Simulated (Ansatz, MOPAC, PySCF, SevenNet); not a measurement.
Rock-salt MgS, lattice constant a

Reference value: 5.188 Å (measured, corrected for zero-point motion; as tabulated in Goldzak et al. (2022), arXiv:2208.04865).

```
level (code)                                 value (Å)
----------------------------------------  ------------
MNDO semi-empirical Hartree-Fock (MOPAC)         5.061
SevenNet-l3i5                                    5.228
LDA (Ansatz)                                       ___
PBE (Ansatz)                                     5.230
PBEsol-D3(BJ) (Ansatz)                             ___
rVV10 (Ansatz)                                     ___
r²SCAN-D4 (Ansatz)                               5.183
r²SCAN+rVV10 (Ansatz)                            5.189
r²SCAN0 (Ansatz)                                 5.185
Hartree–Fock (Ansatz)                              ___
MP2 (PySCF)                               5.176 ± 0.02
CCSD(T) (PySCF)                           5.203 ± 0.02
```

Q: Complete the blanks.

A: 
- LDA (Ansatz, a program for electronic structure), value (Å): 5.129
- PBEsol-D3(BJ) (Ansatz), value (Å): 5.119
- rVV10 (Ansatz), value (Å): 5.239
- Hartree–Fock (Ansatz), value (Å): 5.285

Errors against the reference: MNDO semi-empirical Hartree-Fock (MOPAC) -2.45 %, SevenNet-l3i5 +0.77 %, LDA -1.14 %, PBE +0.81 %, PBEsol-D3(BJ) -1.33 %, rVV10 +0.98 %, r²SCAN-D4 -0.10 %, r²SCAN+rVV10 +0.02 %, r²SCAN0 -0.06 %, Hartree–Fock +1.87 %, MP2 -0.23 %, CCSD(T) +0.29 %.

Once the reference is moved by up to 0.30 % (a margin picked here for doubts on the reference and the settings) and values within 0.10 % count as equal, the nearest can be r²SCAN+rVV10 (+0.02 %), r²SCAN0 (-0.06 %), r²SCAN-D4 (-0.10 %), MP2 (-0.23 %) or CCSD(T) (+0.29 %). By the same margin the farthest can be MNDO semi-empirical Hartree-Fock (MOPAC) (-2.45 %) or Hartree–Fock (+1.87 %).

A ± on a computed value is a rough bar: the spread of its extrapolation, a floor set from checks against published values, or a statistical error. MNDO semi-empirical Hartree-Fock (MOPAC): the method was fitted mainly to molecules. MNDO semi-empirical Hartree-Fock (MOPAC): the run uses a supercell at the zone centre in place of a k mesh. Cutoffs and k meshes differ between the levels. Ansatz's density-functional and Hartree–Fock values are scalar-relativistic unless marked +SOC, with PAW data made under PBE.

Machine-learned potentials (SevenNet-l3i5) are trained on DFT data: a solid inside that data is no test of them.

Differences are worked out from the printed values.
